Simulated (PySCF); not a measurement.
# What each rung costs, and what it gives

Saddle point of CH7NSi, singlet (CH₃N ([CH2][NH]) + SiH₄ → CH₇NSi ([CH3][NH][SiH3]); bonds formed: Si1–N6, H2–C7; bonds broken: Si1–H2), PBE0-D4/def2-TZVP structure:

```
atom    x (Å)    y (Å)    z (Å)
 Si1  -0.1818  -1.0624  -0.2042
  H2  -0.2557   0.1891  -1.2392
  H3   1.2975  -1.1692  -0.4501
  H4  -0.4853  -2.5447  -0.3131
  H5  -1.5934  -0.6350   0.1268
  N6   0.2029   0.3706   1.0945
  C7   0.4278   1.1395   0.0351
  H8  -0.6639   0.6252   1.5584
  H9   1.3874   1.0335  -0.4632
 H10  -0.1356   2.0534  -0.1452
```

Barriers are electronic and count from the start structure reached by relaxing down the imaginary mode.

Program: PySCF 2.14 with density fitting (its default auxiliary sets; JK sets also for MP2 and CCSD(T)). Basis: as named in each row. Cores are frozen in the correlated methods. B3LYP uses VWN-RPA correlation. Extrapolation: Hartree–Fock as exp(−7.88 √X), correlation as X^−2.97.

Times are rough, for one single point on 4 threads of a shared host (Arm Neoverse V2).

The estimate by CCSD(T) at an estimated basis limit (MP2 extrapolated from triple and quadruple zeta, plus CCSD(T) − MP2 in triple zeta) is 198.5 kJ/mol.

```csv
method,basis,time (s),barrier (kJ/mol),method less estimate
HF,STO-3G,under 1,407.7,209.3
B3LYP-D4,6-31G,2,252.6,54.1
PBE0-D4,def2-SVP,3,185.5,-12.9
PBE-D4,def2-SVP,4,169.2,-29.3
MP2,def2-QZVPP,4,194.5,-3.9
SPW92,def2-TZVPP,8,117.5,-81.0
PBE0-D4,def2-TZVPP,9,171.7,-26.7
CCSD(T),def2-SVP,9,237.1,38.6
BHLYP-D4,def2-TZVPP,10,218.2,19.8
B3LYP-D4,def2-TZVPP,10,199.1,0.6
PBE-D4,def2-TZVPP,10,156.5,-42.0
r2SCAN-D4,def2-TZVPP,24,167.5,-30.9
wB97M-V,def2-TZVPP,160,194.4,-4.0
CCSD(T),def2-TZVPP,300,205.9,7.4
```

All methods are single points on the PBE0-D4 structures.

No T1 diagnostic of these runs exceeds 0.020.

Labels in which every atom is bracketed show which atoms are joined, not bond orders.
